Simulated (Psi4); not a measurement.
# SiF2 (SMILES F[Si]F) at B3LYP/def2-TZVP

What is the vertical ionisation energy of SiF2 at B3LYP/def2-TZVP? 

The results are computed with Psi4 1.11.

**1. The molecule**

SiF2: 3 atoms, total charge 0, spin state singlet. As SMILES, `F[Si]F`. The coordinates come from a PBE0-D4/def2-TZVP relaxation.

Bond lengths: F1–Si2 1.602 Å, Si2–F3 1.602 Å. Angles: F1–Si2–F3 100.6°.

**2. Energy and gradient at B3LYP/def2-TZVP**

The input, f2si.in:

```
memory 1.6 GB

molecule {
  0 1
  F      0.166300     1.246800     0.229400
  Si    -0.594900    -0.046400    -0.330100
  F      0.428600    -1.200400     0.100700
  symmetry c1
  no_reorient
  no_com
}

set {
  basis                def2-TZVP
  puream               true
  e_convergence        1e-09
  d_convergence        1e-08
  scf_type             pk
  dft_radial_points    99
  dft_spherical_points 590
}

energy_value, wavefunction = gradient("b3lyp", return_wfn=True)
oeprop(wavefunction, "MAYER_INDICES", "WIBERG_LOWDIN_INDICES", "QUADRUPOLE", title="B3LYP")
print_variables()
```

On the command line:

```
$ psi4 -n 1 f2si.in f2si.out
```

f2si.out:

```text
[...]
  Running in c1 symmetry.
[...]
  Nuclear repulsion =  100.658413605206448
[...]
  Multiplicity = 1
[...]
  Nalpha       = 16
  Nbeta        = 16
[...]
    Number of basis functions: 99
[...]
   @RKS iter   1:  -489.28565377158543   -4.43807e-01   6.38884e-03 ADIIS/DIIS
[...]
   @RKS iter  10:  -489.39704960945051   -1.52340e-11   2.59730e-09 DIIS
[...]
    Orbital Energies [Eh]
    ---------------------
    Doubly Occupied:
       1A    -66.191343     2A    -24.692775     3A    -24.692770
       4A     -5.343204     5A     -3.703728     6A     -3.700964
       7A     -3.697335     8A     -1.217195     9A     -1.195821
      10A     -0.572148    11A     -0.507555    12A     -0.478556
      13A     -0.475919    14A     -0.447305    15A     -0.430522
      16A     -0.298459
[...]
  @RKS Final Energy:  -489.39704960945051
   => Energetics <=
    Nuclear Repulsion Energy =            100.6584136052064480
    One-Electron Energy =                -880.6410165486646520
    Two-Electron Energy =                 324.4115176979076409
    DFT Exchange-Correlation Energy =     -33.8259643638998924
    Empirical Dispersion Energy =           0.0000000000000000
    VV10 Nonlocal Energy =                  0.0000000000000000
    Total Energy =                       -489.3970496094505052
[...]
  -Total Gradient:
     Atom            X                  Y                   Z
    ------   -----------------  -----------------  -----------------
       1       -0.001915163054    -0.004129699575    -0.001505049308
       2        0.004794433795     0.000377403776     0.002660734689
       3       -0.002758466460     0.003761701450    -0.001088654968
[...]
 Multipole Moments:
 ------------------------------------------------------------------------------------
     Multipole            Electronic (a.u.)      Nuclear  (a.u.)        Total (a.u.)
 ------------------------------------------------------------------------------------
 L = 1.  Multiply by 2.5417464519 to convert [e a0] to [Debye]
 Dipole X            :          5.2213480           -5.6209904           -0.3996424
 Dipole Y            :          0.4072583           -0.4384165           -0.0311582
 Dipole Z            :          2.8972395           -3.1189930           -0.2217535
 Magnitude           :                                                    0.4581042
 L = 2.  Multiply by 1.3450342976 to convert [e a0^2] to [Debye ang]
 Quadrupole XX       :        -41.1194232           24.4863165          -16.6331066
 Quadrupole XY       :          8.7417401           -8.4916006            0.2501395
[...]
```

Run time: 9.6 s. Hardware: 1 thread of Intel Xeon 6975P-C (Granite Rapids), shared host; peak memory 0.79 GiB.

**3. The doublet cation, same level**

The input, job.py:

```python
import psi4

psi4.set_memory('1600 MB')
psi4.set_num_threads(1)
psi4.set_output_file('f2si.out', False)

geom = psi4.geometry("""
1 2
F
Si 1 1.601509
F 2 1.601517 1 100.60967
symmetry c1
""")

options = {'reference': 'uks', 'puream': True, 'e_convergence': 1e-09, 'd_convergence': 1e-08, 'scf_type': 'pk', 'dft_radial_points': 99, 'dft_spherical_points': 590, 'maxiter': 100}
psi4.set_options(options)

result = psi4.gradient("b3lyp/def2-TZVP", molecule=geom)
print('gradient / Eh bohr^-1')
print(result.np.round(6))
```

On the command line:

```
$ python job.py
```

f2si.out:

```text
[...]
  Running in c1 symmetry.
[...]
  Nuclear repulsion =  100.658423604419227
[...]
  Multiplicity = 2
[...]
  Nalpha       = 16
  Nbeta        = 15
[...]
    Number of basis functions: 99
[...]
   @UKS iter   1:  -488.87597308497925   -3.41257e-02   5.88174e-03 DIIS/ADIIS
[...]
   @UKS iter  11:  -488.98921064383444   -4.24052e-11   8.28644e-09 DIIS
[...]
   @S^2 Observed:                7.523314825E-01
[...]
    Orbital Energies [Eh]
    ---------------------
    Alpha Occupied:
       1A    -66.574638     2A    -24.991864     3A    -24.991859
       4A     -5.719170     5A     -4.080668     6A     -4.077000
       7A     -4.074669     8A     -1.505645     9A     -1.483573
      10A     -0.866796    11A     -0.796437    12A     -0.761403
      13A     -0.753359    14A     -0.723273    15A     -0.707746
      16A     -0.645825
    Alpha Virtual:
      17A     -0.389535    18A     -0.284504    19A     -0.238812
      20A     -0.080587    21A     -0.045706    22A     -0.033311
      23A     -0.028782    24A     -0.024544    25A     -0.020397
[...]
  @UKS Final Energy:  -488.98921064383444
   => Energetics <=
    Nuclear Repulsion Energy =            100.6584236044192266
    One-Electron Energy =                -870.5821888991747528
    Two-Electron Energy =                 314.4843797985556648
    DFT Exchange-Correlation Energy =     -33.5498251476345786
    Empirical Dispersion Energy =           0.0000000000000000
    VV10 Nonlocal Energy =                  0.0000000000000000
    Total Energy =                       -488.9892106438344399
[...]
 Multipole Moments:
 ------------------------------------------------------------------------------------
     Multipole            Electronic (a.u.)      Nuclear  (a.u.)        Total (a.u.)
 ------------------------------------------------------------------------------------
 L = 1.  Multiply by 2.5417464519 to convert [e a0] to [Debye]
 Dipole X            :         -0.7042706           -0.6396012           -1.3438718
 Dipole Y            :         -0.5845853           -0.5309127           -1.1154981
 Dipole Z            :         -0.0000000            0.0000000           -0.0000000
 Magnitude           :                                                    1.7465187
[...]
  -Total Gradient:
     Atom            X                  Y                   Z
    ------   -----------------  -----------------  -----------------
       1        0.019233115250     0.037029443913     0.000000000000
       2       -0.059069836797    -0.049027857648     0.000000000000
       3        0.039941838244     0.012085645728    -0.000000000000
[...]
```

The script printed:

```text
gradient / Eh bohr^-1
[[ 0.019233  0.037029  0.      ]
 [-0.05907  -0.049028  0.      ]
 [ 0.039942  0.012086 -0.      ]]
```

Run time: 13 s. Hardware: 1 thread of Intel Xeon 6975P-C (Granite Rapids), shared host; peak memory 0.79 GiB.

**4. Outcome**

Level: B3LYP/def2-TZVP.

```
                                          quantity          value
                        singlet SiF2: total energy  -489.39705 Eh
                       singlet SiF2: dipole moment         1.16 D
                         singlet SiF2: HOMO energy       -8.12 eV
                         singlet SiF2: LUMO energy       -2.34 eV
                       singlet SiF2: HOMO–LUMO gap        5.78 eV
            singlet SiF2: largest force on an atom     0.283 eV/Å
                      doublet cation: total energy  -488.98921 Eh
doublet cation: HOMO energy (highest over α and β)      -17.57 eV
 doublet cation: LUMO energy (lowest over α and β)      -14.03 eV
                              doublet cation: ⟨S²⟩          0.752
          doublet cation: largest force on an atom     3.947 eV/Å
vertical ionisation energy (to the doublet cation)      11.098 eV
```

In words: Removing an electron at fixed nuclei costs 11.10 eV (256 kcal/mol). The largest force (singlet SiF2) is 0.28 eV/Å: the shape isn't a stationary point for this species at this level. The negative HOMO energy of the first species, 8.12 eV, lies 2.98 eV below that difference.
